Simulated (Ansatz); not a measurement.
C3H6, SMILES `C1CC1` (charge 0, multiplicity 1).

Cartesian coordinates (Å):
SMILES: C1CC1
```xyz
9

C      0.8543     0.0375     0.1253
C     -0.4794     0.7153     0.0740
C     -0.3749    -0.7528    -0.1992
H      1.3128    -0.1103     1.0951
H      1.5570     0.2364    -0.6742
H     -0.9274     1.0281     1.0088
H     -0.6832     1.3747    -0.7604
H     -0.5075    -1.0911    -1.2193
H     -0.7518    -1.4377     0.5500
```
Charge 0, spin multiplicity 1.

Frozen-core energies in 6-31g from Ansatz (a program for electronic structure) at a geometry from PBE0-D3(BJ)/def2-TZVP; the HF reference has <S^2> = 0.00 and the T1 diagnostic is 0.005.

```csv
level,energy (Ha)
HF,-117.00743
MP2,-117.27731
CCSD,-117.31257
```

### Question
Estimate the energies of CCSD(T), CCSDT and CCSDT(Q), and give each level's difference from CCSDT(Q).

### Answer

| level | energy (Ha) | difference from CCSDT(Q) (mHa) |
|---|---|---|
| MP2 | -117.27731 | 43.24 |
| CCSD | -117.31257 | 7.97 |
| CCSD(T) | -117.31959 | 0.96 |
| CCSDT | -117.32005 | 0.49 |
| CCSDT(Q) | -117.32055 | 0.00 |
